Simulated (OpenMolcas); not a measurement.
# C4H12N+ (tetramethylammonium): the HOMO–LUMO gap, rung by rung

The species is C4H12N+ (17 atoms), meant as a singlet with charge +1. SMILES: `C[N+](C)(C)C`. Geometry: relaxed at PBE0-D4/def2-TZVP.

Quantity: the HOMO–LUMO gap, in eV. The values are calculated.

| level | kind | program | value (eV) | CPU time |
| --- | --- | --- | --- | --- |
| HF/6-31G* (spherical functions) | Hartree–Fock | OpenMolcas | 20.09 | 9.7 s |
| SVWN5/6-31G* (spherical functions) | LDA | OpenMolcas | 9.83 | 72 s |
| BLYP/6-31G* (spherical functions) | GGA | OpenMolcas | 10.24 | 95 s |
| M06-L/6-31G* (spherical functions) | meta-GGA | OpenMolcas | 11.02 | 2.2 min |
| B3LYP/6-31G* (Cartesian functions) | global hybrid | OpenMolcas | 12.28 | 99 s |
| B2PLYP/6-31G* (spherical functions) | double hybrid | OpenMolcas | 15.53 | 46 s |

The values span 9.83 to 20.09 eV. Orbital gaps aren't excitation energies, and those of double hybrids come from the SCF part alone; they tend to grow with the share of exact exchange. Times are those of the runs behind each value, whatever else they computed, on shared processors of several kinds: orders of magnitude only.
